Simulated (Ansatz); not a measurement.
**Iridium, fcc: r²SCAN0 after r²SCAN**

Aim: see what exact exchange does to the levels, and what it costs. Spin polarisation is left out. The geometry was relaxed under r²SCAN beforehand and is kept. Exact exchange is dear, so the k-mesh is coarse, and r²SCAN is run on the same mesh for comparison.

Program: Ansatz 0.2.0. Level of theory: DFT, plane waves (500 eV) with PBE-made PAW files, scalar-relativistic; functionals as named at each step. These are calculated values, not measurements.

### Step 1. The starting structure

It takes space group Fm-3m (No. 225, cubic). The conventional cell has a = 3.846 Å, b = 3.846 Å, c = 3.846 Å, α = 90.00°, β = 90.00°, γ = 90.00°. Ir (site symmetry m-3m) is surrounded by 12 Ir at 2.72 Å.

As a file:

```
CELL_PARAMETERS angstrom
0.00000 1.92285 1.92285
1.92285 0.00000 1.92285
1.92285 1.92285 0.00000
ATOMIC_POSITIONS crystal
Ir 0.00000 0.00000 0.00000
```

### Step 2. r²SCAN, coarse mesh

The run with r²SCAN.

The input, input.yaml:

```yaml
crystal:
  lattice:
    - [0.0, 1.9228496765, 1.9228496765]
    - [1.9228496765, 0.0, 1.9228496765]
    - [1.9228496765, 1.9228496765, 0.0]
  atoms:
    - { symbol: Ir, position: [0.0, 0.0, 0.0] }
hamiltonian:
  xc: r2scan
  pseudopotentials:
    kind: paw
    azcp:
      Ir: "pseudopotentials/Ir.paw.azcp"
basis:
  ecutwfc: 500
  fft_grid_basis: typed
kpoints:
  mp_grid: { grid: [7, 7, 7], shift: [0, 0, 0] }
magnetization:
  spin_polarized: false
scf:
  occupations: { method: fermi_dirac, width: 0.1 }
```

The log of the run:

```text
Warning: RAYON_NUM_THREADS=4 ignored (pool sized by the plan → 4); use --threads N
Engine: ansatz 0.2.0, x86_64-unknown-linux-gnu
Pseudopotentials: kind: paw
Pseudopotential: Ir, paw, valence charge 17, recommended cutoff 500 eV (meta_gga), <dir>
Functional definition: r2SCAN
  parameter k0 = 0.174
  parameter k1 = 0.065
  parameter a1 = 4.9479
  exchange = r2scan_x(k0 = k0, k1 = k1, a1 = a1)
  correlation = r2scan_c
Crystal: 1 atoms, lattice volume = 14.219 Å³
Basis set: ecut = 500 eV, 339 PW (Γ), exchange–correlation on 80×80×80 points (64 copies of the dense FFT grid, shifted against one another)
Bands: 13, of which v1, the nominal top of the filled ones, is band 9 counted from 1 (8 counted from 0)
Symmetry: 48 space group operations
Space group: Fm-3m (ITA 225), of the structure as read, at distance tolerance 2.4e-5 Å
k-points: 20 of 343
Non-local potential: Ir, projectors of the file, l = 0: 3, l = 1: 2, l = 2: 2, l = 3: 1
PAW form: soft (Blöchl's): semilocal exchange-correlation on the pseudo side does not see the compensation charge
PAW frozen core: Ir, regenerated for the run's functional (the file was generated under x = pbe(κ = 0.804, μ = 0.2195149727645171), c = pbe(β = 0.06672455060314922))
PAW one-centre angular grid: Ir, 590 points (default); XC on 160 Gauss nodes
Initial density: superposition of atomic densities (neutral atoms: chi_scale 0, normalization atom), corrected by the library's trained network
Initial wavefunctions: pseudopotential atomic-orbital guess
Functional: x = r2scan, c = r2scan; τ floored in thin density (d = 2e-4 eV/Å³)
SCF iter   1: F=—  HF=-11948.787818 eV  |F-HF|=—  |Δ(HF+E_count)|=         —  Δρ=1.34e-2  dr2=1.09e-2  dr2_τ=3.92e-2  ethr=1.77e-3  ⟨swp⟩=5.2  Hψ=1490  notcnv=0
preconditioner: auto → none  [metal: Δε(μ)=0.142 eV  Ē_g=14.868 eV  σ=0.100 eV  W_gap=0.33  n_scr=0 (ndim 8)  ℏωp=29.5 eV  f_vac=0.000  D(μ)=0.44/eV (n_scr^D=0)]
SCF iter   2: F=—  HF=-11948.814535 eV  |F-HF|=—  |Δ(HF+E_count)|=   2.67e-2  Δρ=6.48e-3  dr2=1.26e-3  dr2_τ=5.65e-4  ethr=6.42e-5  ⟨swp⟩=2.1  Hψ=597  notcnv=0
SCF iter   3: F=—  HF=-11948.815284 eV  |F-HF|=—  |Δ(HF+E_count)|=   7.50e-4  Δρ=2.01e-3  dr2=1.21e-4  dr2_τ=3.68e-5  ethr=7.41e-6  ⟨swp⟩=1.9  Hψ=323  notcnv=0
SCF iter   4: F=—  HF=-11948.815366 eV  |F-HF|=—  |Δ(HF+E_count)|=   8.21e-5  Δρ=1.50e-4  dr2=1.34e-6  dr2_τ=1.47e-7  ethr=7.09e-7  ⟨swp⟩=2.4  Hψ=383  notcnv=0
SCF iter   5: F=—  HF=-11948.815358 eV  |F-HF|=—  |Δ(HF+E_count)|=   8.07e-6  Δρ=4.14e-5  dr2=1.33e-7  dr2_τ=2.09e-8  ethr=7.85e-9  ⟨swp⟩=2.1  Hψ=391  notcnv=0
SCF iter   6: F=-11948.815358 eV  HF=-11948.815358 eV  |F-HF|=1.06e-9  |Δ(HF+E_count)|=   5.55e-8  Δρ=1.24e-5  dr2=1.46e-8  dr2_τ=1.27e-9  ethr=5.88e-10  ⟨swp⟩=2.0  Hψ=515  notcnv=0
SCF 1 converged in 6 iterations: F = -11948.815358 eV  dr2 = 1.46e-8
SCF converged after 6 iterations
Free energy (F): -11948.815358 eV
Harris-Foulkes:  -11948.815358 eV  (|F-HF|=1.06e-9)
Internal energy: -11948.800203 eV  (E = F + TS)
E sigma→0 (E₀):  -11948.807780 eV
Entropy (-TS):   -0.015156 eV (-15.156 meV/atom)
Fermi energy:    25.490663 eV
--- Per-component energies (eV) ---
  E_band       = -102.874241
  E_kinetic    = 623.559770
  E_local      = -1072.429528  (includes V_loc(G=0)·N_el)
  E_nonlocal   = 73.950285
  E_hartree    = 412.327059
  E_xc         = -255.496090
  E_vxc        = -333.601946  (∫ρ·V_xc dr)
  E_paw        = -9249.715657  (= ΣΔE_a)
  E_vpaw       = -239.709400  (= ΣTr[D̂ρ^β])
  E_aug_tail   = -0.000017  (compensation charges beyond the density's cutoff)
  E_vtau       = 20.706505  (kinetic-family band-sum trace: ∫τ·v_τ [+ j·A + Jᵃ·Aᵃ] dr)
  E_ewald      = -2480.679131
  E_core_change = -0.316894  (= ΣΔE_core)
  E_smearing   = -0.015156  (= −TS)
  E_closure    = -0.000000  (closes the sum)
  Σ components = -11948.815358   (vs F -11948.815358, Δ=0.00e0)
```

Run time: 0.38 s. Hardware: 4 threads of an x86-64 CPU, shared host; peak memory 0.33 GiB.

### Step 3. r²SCAN0 on the coarse mesh

The run with r²SCAN0.

Edit input.yaml of step 2 so:

```diff
@@ -8,3 +8,3 @@
 hamiltonian:
-  xc: r2scan
+  xc: r2scan0
   pseudopotentials:
```

The log of the run:

```text
Warning: RAYON_NUM_THREADS=4 ignored (pool sized by the plan → 4); use --threads N
[... 3 set-up lines as earlier in the session ...]
Functional definition: r2SCAN0
  parameter a = 0.25
[... 3 set-up lines as earlier in the session ...]
  exchange = (1 - a)*r2scan_x(k0 = k0, k1 = k1, a1 = a1) + a*exact_x
[... 1 set-up line as earlier in the session ...]
Crystal: 1 atoms, lattice volume = 14.219 Å³
Basis set: ecut = 500 eV, 339 PW (Γ), exchange–correlation on 80×80×80 points (64 copies of the dense FFT grid, shifted against one another)
Bands: 13, of which v1, the nominal top of the filled ones, is band 9 counted from 1 (8 counted from 0)
[... 2 set-up lines as earlier in the session ...]
k-points: 20 of 343
[... 2 set-up lines as earlier in the session ...]
PAW frozen core: Ir, regenerated for the run's functional, and the local potential with it (the file was generated under x = pbe(κ = 0.804, μ = 0.2195149727645171), c = pbe(β = 0.06672455060314922))
[... 3 set-up lines as earlier in the session ...]
Functional: x = r2scan, c = r2scan; τ floored in thin density (d = 2e-4 eV/Å³), warm-up for x = 0.75 r2scan + 0.25 exact, c = r2scan; τ floored in thin density (d = 2e-4 eV/Å³)
SCF iter   1: F=—  HF=-11948.782048 eV  |F-HF|=—  |Δ(HF+E_count)|=         —  Δρ=1.25e-2  dr2=5.53e-3  dr2_τ=3.34e-2  ethr=1.77e-3  ⟨swp⟩=7.0  Hψ=1088  notcnv=0
preconditioner: auto → none  [metal: Δε(μ)=0.140 eV  Ē_g=14.868 eV  σ=0.100 eV  W_gap=0.32  n_scr=0 (ndim 8)  ℏωp=29.5 eV  f_vac=0.000  D(μ)=0.44/eV (n_scr^D=0)]
SCF iter   2: F=—  HF=-11948.810874 eV  |F-HF|=—  |Δ(HF+E_count)|=   2.88e-2  Δρ=6.84e-3  dr2=1.54e-3  dr2_τ=2.48e-4  ethr=3.25e-5  ⟨swp⟩=3.0  Hψ=609  notcnv=0
iter 3 solved again at ethr=1.50e-7 eV; its pass at ethr=9.07e-6 eV (dr2=2.54e-5 eV) is discarded
SCF iter   3: F=—  HF=-11948.811552 eV  |F-HF|=—  |Δ(HF+E_count)|=   6.78e-4  Δρ=4.98e-4  dr2=2.47e-5  dr2_τ=1.12e-5  ethr=1.50e-7  ⟨swp⟩=2.5  Hψ=958  notcnv=0
SCF iter   4: F=—  HF=-11948.811562 eV  |F-HF|=—  |Δ(HF+E_count)|=   9.53e-6  Δρ=1.44e-4  dr2=1.86e-6  dr2_τ=9.46e-7  ethr=1.46e-7  ⟨swp⟩=3.0  Hψ=548  notcnv=0
SCF iter   5: F=—  HF=-11948.811562 eV  |F-HF|=—  |Δ(HF+E_count)|=   2.55e-7  Δρ=5.60e-5  dr2=3.14e-7  dr2_τ=3.62e-8  ethr=1.09e-8  ⟨swp⟩=3.0  Hψ=563  notcnv=0
SCF iter   6: F=—  HF=-11948.811562 eV  |F-HF|=—  |Δ(HF+E_count)|=   3.17e-7  Δρ=1.62e-5  dr2=2.80e-8  dr2_τ=9.61e-10  ethr=1.84e-9  ⟨swp⟩=3.0  Hψ=541  notcnv=0
SCF iter   7: F=—  HF=-11948.811562 eV  |F-HF|=—  |Δ(HF+E_count)|=   3.60e-8  Δρ=4.07e-6  dr2=1.80e-9  dr2_τ=8.29e-11  ethr=1.65e-10  ⟨swp⟩=3.0  Hψ=548  notcnv=0
SCF iter   8: F=-11948.811562 eV  HF=-11948.811562 eV  |F-HF|=3.64e-11  |Δ(HF+E_count)|=   1.60e-9  Δρ=7.13e-7  dr2=4.64e-11  dr2_τ=2.77e-12  ethr=1.06e-11  ⟨swp⟩=3.0  Hψ=544  notcnv=0
SCF 1 converged in 8 iterations: F = -11948.811562 eV  dr2 = 4.64e-11
Initial density: handed on by an earlier stage of this run
Initial wavefunctions: those handed on with the density
Functional: x = 0.75 r2scan + 0.25 exact, c = r2scan; τ floored in thin density (d = 2e-4 eV/Å³)
Frozen-core exchange: fock
iter 1 solved again at ethr=3.98e-5 eV; its pass at ethr=1.00e-1 eV (dr2=6.76e-3 eV) is discarded
SCF iter   1: F=—  HF=-11944.850925 eV  |F-HF|=—  |Δ(HF+E_count)|=         —  Δρ=9.04e-3  dr2=8.09e-3  dr2_τ=1.81e-3  ethr=3.98e-5  ⟨swp⟩=3.7  Hψ=1103  notcnv=0
preconditioner: auto → none  [insulator: Δε(μ)=0.400 eV  Ē_g=16.944 eV  σ=0.100 eV  W_gap=0.51  n_scr=0 (ndim 8)  ℏωp=29.5 eV  f_vac=0.000  D(μ)=0.18/eV (n_scr^D=0)]
SCF iter   2: F=—  HF=-11944.848339 eV  |F-HF|=—  |Δ(HF+E_count)|=   2.59e-3  Δρ=2.99e-3  dr2=1.48e-3  dr2_τ=3.01e-4  ethr=3.95e-5  ⟨swp⟩=3.0  Hψ=514  notcnv=0
SCF iter   3: F=—  HF=-11944.848314 eV  |F-HF|=—  |Δ(HF+E_count)|=   2.40e-5  Δρ=1.25e-3  dr2=1.29e-3  dr2_τ=4.51e-6  ethr=1.23e-6  ⟨swp⟩=2.0  Hψ=437  notcnv=0
SCF iter   4: F=—  HF=-11944.848305 eV  |F-HF|=—  |Δ(HF+E_count)|=   9.06e-6  Δρ=4.03e-5  dr2=2.00e-7  dr2_τ=5.66e-8  ethr=2.17e-7  ⟨swp⟩=2.0  Hψ=449  notcnv=0
SCF iter   5: F=-11944.848305 eV  HF=-11944.848305 eV  |F-HF|=1.22e-10  |Δ(HF+E_count)|=   3.78e-8  Δρ=5.37e-6  dr2=1.95e-9  dr2_τ=1.41e-9  ethr=1.18e-9  ⟨swp⟩=3.4  Hψ=727  notcnv=0  defer=1
SCF 2 converged in 5 iterations: F = -11944.848305 eV  dr2 = 1.95e-9
hybrid outer 1: dexx = +4.383e-3 eV, tail = 2.66e-3 eV
Frozen-core exchange: fock
SCF iter   1: F=—  HF=-11944.853838 eV  |F-HF|=—  |Δ(HF+E_count)|=         —  Δρ=2.07e-3  dr2=2.67e-4  dr2_τ=3.39e-5  ethr=7.84e-5  ⟨swp⟩=2.2  Hψ=525  notcnv=0
preconditioner: auto → none  [insulator: Δε(μ)=0.500 eV  Ē_g=16.962 eV  σ=0.100 eV  W_gap=0.52  n_scr=0 (ndim 8)  ℏωp=29.5 eV  f_vac=0.000  D(μ)=0.18/eV (n_scr^D=0)]
iter 2 solved again at ethr=6.57e-8 eV; its pass at ethr=7.41e-7 eV (dr2=1.12e-5 eV) is discarded
SCF iter   2: F=—  HF=-11944.853815 eV  |F-HF|=—  |Δ(HF+E_count)|=   2.23e-5  Δρ=6.73e-4  dr2=1.50e-4  dr2_τ=1.47e-6  ethr=6.57e-8  ⟨swp⟩=2.0  Hψ=875  notcnv=0
SCF iter   3: F=-11944.854310 eV  HF=-11944.854311 eV  |F-HF|=1.32e-6  |Δ(HF+E_count)|=   4.96e-4  Δρ=6.90e-4  dr2=2.85e-5  dr2_τ=3.73e-6  ethr=6.57e-8  ⟨swp⟩=3.0  Hψ=592  notcnv=0
SCF 3 stopped early in 3 iterations: F = -11944.854310 eV  dr2 = 2.85e-5
hybrid outer 2: dexx = +6.682e-4 eV, tail = 4.06e-4 eV, Δε = 1.91e-1 eV (about 3.28e-2 eV left of the loop's levels)
Frozen-core exchange: fock
SCF iter   1: F=—  HF=-11944.854253 eV  |F-HF|=—  |Δ(HF+E_count)|=         —  Δρ=1.89e-4  dr2=8.57e-6  dr2_τ=2.61e-7  ethr=2.00e-6  ⟨swp⟩=2.4  Hψ=528  notcnv=0
preconditioner: auto → none  [insulator: Δε(μ)=0.512 eV  Ē_g=16.965 eV  σ=0.100 eV  W_gap=0.53  n_scr=0 (ndim 8)  ℏωp=29.5 eV  f_vac=0.000  D(μ)=0.18/eV (n_scr^D=0)]
iter 2 solved again at ethr=2.37e-11 eV; its pass at ethr=7.50e-9 eV (dr2=4.04e-9 eV) is discarded
SCF iter   2: F=—  HF=-11944.854253 eV  |F-HF|=—  |Δ(HF+E_count)|=   2.99e-7  Δρ=1.18e-5  dr2=7.32e-6  dr2_τ=9.29e-10  ethr=2.37e-11  ⟨swp⟩=3.0  Hψ=1103  notcnv=0
SCF iter   3: F=—  HF=-11944.854372 eV  |F-HF|=—  |Δ(HF+E_count)|=   1.19e-4  Δρ=1.34e-4  dr2=1.24e-6  dr2_τ=1.99e-7  ethr=2.37e-11  ⟨swp⟩=4.3  Hψ=880  notcnv=0
SCF iter   4: F=—  HF=-11944.854371 eV  |F-HF|=—  |Δ(HF+E_count)|=   1.05e-7  Δρ=6.17e-6  dr2=4.92e-7  dr2_τ=8.46e-10  ethr=2.37e-11  ⟨swp⟩=4.0  Hψ=787  notcnv=0
SCF iter   5: F=—  HF=-11944.854373 eV  |F-HF|=—  |Δ(HF+E_count)|=   2.10e-6  Δρ=6.21e-5  dr2=1.01e-7  dr2_τ=2.93e-8  ethr=2.37e-11  ⟨swp⟩=4.0  Hψ=712  notcnv=0
SCF iter   6: F=-11944.854373 eV  HF=-11944.854373 eV  |F-HF|=3.64e-12  |Δ(HF+E_count)|=   2.68e-9  Δρ=4.15e-7  dr2=2.60e-9  dr2_τ=8.63e-13  ethr=2.37e-11  ⟨swp⟩=3.0  Hψ=618  notcnv=0
SCF 4 converged in 6 iterations: F = -11944.854373 eV  dr2 = 2.60e-9
hybrid outer 3: dexx = +1.120e-5 eV, tail = 2.04e-8 eV, Δε = 9.81e-3 eV (about 2.60e-4 eV left of the loop's levels)
hybrid SCF converged: 3 outer / 14 inner (+8 warm-up), last move |dexx| = 1.12e-5 eV, tail = 2.04e-8 eV
Stability not checked: this state was not tested for a lower state beside it, because the functional holds exact exchange (a hybrid, or Hartree-Fock), whose exchange loop this test does not read (fock_operator; see scf.lower_state_search)
Free energy (F): -11944.854374 eV
Frozen-core exchange: fock
Harris-Foulkes:  -11944.854374 eV  (|F-HF|=3.64e-12)
Internal energy: -11944.849043 eV  (E = F + TS)
E sigma→0 (E₀):  -11944.851708 eV
Entropy (-TS):   -0.005330 eV (-5.330 meV/atom)
Fermi energy:    24.881560 eV
--- Per-component energies (eV) ---
  E_band       = -142.800610
  E_kinetic    = 622.503473
  E_local      = -1067.951951  (includes V_loc(G=0)·N_el)
  E_nonlocal   = 74.369972
  E_hartree    = 409.586994
  E_xc         = -197.820379
  E_vxc        = -255.143716  (∫ρ·V_xc dr)
  E_exx        = -64.031527  (= α·E_x^exact, valence–valence)
  E_paw        = -9238.395257  (= ΣΔE_a)
  E_vpaw       = -222.453529  (= ΣTr[D̂ρ^β])
  E_aug_tail   = -0.000017  (compensation charges beyond the density's cutoff)
  E_vtau       = 14.764423  (kinetic-family band-sum trace: ∫τ·v_τ [+ j·A + Jᵃ·Aᵃ] dr)
  E_ewald      = -2480.679131
  E_core_change = -2.431221  (= ΣΔE_core)
  E_smearing   = -0.005330  (= −TS)
  E_closure    = -0.000000  (closes the sum)
  Σ components = -11944.854374   (vs F -11944.854374, Δ=0.00e0)
--- Band table (eV; the first three rows and the last of 20) ---
  k-point 0: bands = ["-73.9564", "-28.5192", "-28.5192", "-28.5192", "12.2463", "20.1663", "20.1663", "20.1663", "22.8107", "22.8107", "40.5437"]
  k-point 1: bands = ["-73.9406", "-28.7122", "-28.5472", "-28.5472", "13.2367", "19.7363", "20.5379", "20.5379", "22.6842", "22.6842", "42.0464"]
  k-point 2: bands = ["-73.9034", "-29.1295", "-28.6071", "-28.6071", "15.1054", "20.0542", "20.4481", "20.4481", "23.8706", "23.8706", "39.6753"]
  k-point 19: bands = ["-73.8433", "-29.2134", "-29.1527", "-28.8488", "17.3306", "18.4054", "19.9529", "22.6166", "26.9380", "33.3006", "35.6768"]
  guard bands above this table: 2 of the run's 13 bands. The solve was not asked for them (output.publish_guard_bands: true or output.eigenvalues: true publishes all)
```

It took 3.1 s on 4 threads of an x86-64 CPU, shared host; peak memory 0.8 GiB.

### Step 4. The functionals compared

| functional | gap on the mesh | Fermi energy (eV) | SCF cycles | exchange loops | CPU time |
| --- | --- | --- | --- | --- | --- |
| r²SCAN | none (levels filled in part) | 25.491 | 6 | - | 0.6 s |
| r²SCAN0 | none (levels filled in part) | 24.882 | 22 | 3 | 8.1 s |

### Step 5. Results

| quantity | value |
| --- | --- |
| r²SCAN: gap | none (levels filled in part) |
| r²SCAN0: gap | none (levels filled in part) |
| r²SCAN0: SCF cycles, exchange loops | 22, 3 |
| r²SCAN0: CPU time over that of r²SCAN | 13 |

Neither r²SCAN nor r²SCAN0 shows a clean gap on this mesh. The hybrid took 13 times as much CPU time as r²SCAN on the same settings. The exchange operator of r²SCAN0 was renewed in 3 outer loops. Absolute energies differ from functional to functional, by eV per atom at times, and say nothing by themselves.
